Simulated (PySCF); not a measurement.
**Computed properties of hydrazine (H4N2), SMILES NN**

hydrazine (H4N2), SMILES NN. Geometry optimised at B3LYP-D3(BJ)/def2-TZVP. One conformer was computed; it need not be the lowest. All values are computed for the isolated molecule unless a solvent is named; none is compared with measurement here.

**Structure.** The optimised structure has C2 symmetry. All 12 harmonic modes at B3LYP-D3(BJ)/def2-TZVP (PySCF) are real, so it is a minimum.

**Vibrations.** The strongest infrared lines (harmonic, unscaled, degenerate partners summed) lie at 975 cm⁻¹ (151 km/mol, H 84 %, N 16 %), 799 cm⁻¹ (78 km/mol, H 54 %, N 46 %), 450 cm⁻¹ (39 km/mol, H 96 %). The softest mode is at 450 cm⁻¹ and the zero-point energy is 33.4 kcal/mol.

**Electronic structure.** CAM-B3LYP/def2-TZVPD (PySCF) places the frontier levels at -8.77 and 0.93 eV, a gap of 9.70 eV, and gives a dipole moment of 1.95 D and a mean polarisability of 22.6 bohr³. PBE/def2-TZVPD (PySCF) at the same geometry gives -5.71 and -0.35 eV, so its gap is 4.34 eV narrower. An orbital gap is neither the optical nor the fundamental gap.

**Excitations.** TDDFT-M06-2X/def2-TZVPD (PySCF) has S1 at 6.30 eV (197 nm, f = 0.017, weak); the most intense of the 10 singlets computed lies at 8.60 eV (f = 0.10). T1 (TDA) is at 6.17 eV. TDDFT-PBE/def2-TZVPD (PySCF) puts S1 at 5.41 eV. No vertical singlet excitation falls in the visible range (under 3.1 eV).

**NMR.** GIAO shifts at B3LYP/pcSseg-2 (PySCF) (non-relativistic, atoms alike by connectivity averaged): ¹H at 2.8 ppm against TMS.

**Solvation.** SMD-M06-2X/6-31G* (PySCF) gives -5.6 kcal/mol in water, -1.0 kcal/mol in n-hexane, -5.9 kcal/mol in ethanol (1 M in both phases, gas-phase geometry); of these solvents ethanol holds the molecule best.
